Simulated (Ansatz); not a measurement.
Z-matrix (Å, degrees):
```
C
S 1 1.794
S 1 1.816 2 109.7
F 1 1.370 2 112.0 3 117.2
H 1 1.090 2 110.6 3 -122.9
H 2 1.346 1 96.0 3 166.5
H 3 1.342 1 94.8 2 -62.4
```

The species carries charge 0 and has multiplicity 1.

Question: List the r2SCAN/def2-TZVPP orbital energies in eV (Ansatz). (An estimate is asked.)

Answer: Ansatz gave: Occupied: -2409.68, -2409.66, -666.74, -277.21, -214.10, -214.08, -158.20, -158.18, -158.11, -158.08, -157.92, -157.92, -32.40, -21.55, -19.27, -16.47, -13.72, -12.92, -12.53, -10.42, -9.98, -8.90, -8.67, -6.84, -6.43. Lowest empty: -1.05, -0.35, 0.60, 0.99, 1.39, 2.23, 4.65, 5.06.
